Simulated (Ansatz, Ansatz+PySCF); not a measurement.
```yaml
atoms:
  - { symbol: C, position_ang: [1.2852, 0.0000, 0.0000] }
  - { symbol: C, position_ang: [0.7091, 1.1279, 0.0000] }
  - { symbol: C, position_ang: [-0.5805, 1.1159, 0.0000] }
  - { symbol: C, position_ang: [-1.2164, 0.0000, 0.0000] }
  - { symbol: C, position_ang: [-0.5805, -1.1159, 0.0000] }
  - { symbol: C, position_ang: [0.7091, -1.1279, 0.0000] }
  - { symbol: H, position_ang: [1.2201, 1.9945, 0.0000] }
  - { symbol: H, position_ang: [-1.0872, 1.9853, 0.0000] }
  - { symbol: H, position_ang: [-2.2216, 0.0000, 0.0000] }
  - { symbol: H, position_ang: [-1.0872, -1.9853, 0.0000] }
  - { symbol: H, position_ang: [1.2201, -1.9945, 0.0000] }
```

UHF-MP2 on doublet C6H5 was run in several spherical basis sets with Ansatz (development build ahead of 0.2.0). Frozen core: 6 orbitals. Caution for UHF-MP2: the unrestricted determinant is spin contaminated.

Task: Rank the basis sets by the total energy that they give, lowest first, with the distance from the lowest.
A. cc-pVDZ
B. 6-31G(d)
C. def2-SVP

Result: A (0.00 eV), B (0.89 eV), C (4.91 eV).

Totals follow the description of the cores as much as that of the bonds, so this order isn't one of quality for chemistry.
